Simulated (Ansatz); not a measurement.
A structure relaxed at PBE0-D4/def2-TZVP, charge 0, multiplicity 1:

```xyz
7

Al    1.295   -0.546   -0.084
Si   -0.955    0.427    0.071
H     2.587    0.280    0.331
H     1.471   -2.034   -0.612
H    -1.621    0.425   -1.265
H    -1.817   -0.382    0.983
H    -0.961    1.829    0.574
```

**Question.** Give its formula and SMILES.

**Answer.** AlH5Si, `[AlH2][SiH3]`.

**Question.** Point group (tolerance 0.08 Å, 0.16 Å for H)?

**Answer.** Cs.

**Question.** Summarise the bond lengths by kind.

**Answer.** 1 × Al–Si 2.457 Å; 2 × Al–H 1.589 Å; 3 × H–Si 1.490 to 1.492 Å.

Program: Ansatz 0.2.0.
